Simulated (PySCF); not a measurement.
propane (C₃H₈), SMILES CCC.

The structure is a stationary point at B3LYP-D3(BJ)/def2-SVP.

Two levels are set side by side: PBE/def2-TZVPD (PySCF) and r2SCAN/def2-TZVPD (PySCF). Same geometry, gas phase. Differences are taken from unrounded values.

```json
[
 {"quantity": "orbital gap (eV)", "r2SCAN": "8.68"},
 {"quantity": "highest occupied level (eV)", "r2SCAN": "-7.99"},
 {"quantity": "lowest empty level (eV)", "r2SCAN": "0.69"},
 {"quantity": "dipole moment (D)", "r2SCAN": "0.09"},
 {"quantity": "mean polarisability (bohr³)", "r2SCAN": "41.9"}
]
```

**Question.** What does PBE give, and how far is it from r2SCAN? (The exact figures need the calculation; the answer reports its results.)

**Answer.** 
```csv
quantity,PBE,PBE minus r2SCAN
orbital gap (eV),7.55,-1.13
highest occupied level (eV),-7.69,0.30
lowest empty level (eV),-0.15,-0.83
dipole moment (D),0.10,0.01
mean polarisability (bohr³),43.0,1.1
```

Rough cost on one machine, each run with all the roots and properties that it gave: r2SCAN against PBE about 4 times.
